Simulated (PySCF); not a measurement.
# NO2: adding exact exchange

Base calculation in PySCF with density fitting and no spin–orbit coupling, PBE/def2-TZVP (no relativity): doublet, C2v, N–O 1.204 Å (×2); O–N–O 134.0°; wavenumbers 743, 1336, 1654 cm⁻¹; dipole moment 0.24 D, polar-tensor charge of N 0.69 e, atomisation energy (no zero-point energy) 1130 kJ/mol.

**Question.** What changes on going to PBE0/def2-TZVP (no relativity)?

**Answer.** The point group stays the same. Changes: mean bond to N -0.021 Å, smallest bond angle +0.8 degrees, highest wavenumber +130 cm⁻¹, lowest wavenumber +39 cm⁻¹, dipole moment +0.10 D, polar-tensor charge of N +0.14 e, atomisation energy (no zero-point energy) -152 kJ/mol. The new structure has N–O 1.183 Å (×2); O–N–O 134.8°, with wavenumbers 782, 1444, 1784 cm⁻¹. Exact exchange shortens and stiffens the bonds, the usual pattern.

Each species is the lowest minimum found with this bonding; other isomers or fragments can lie lower.
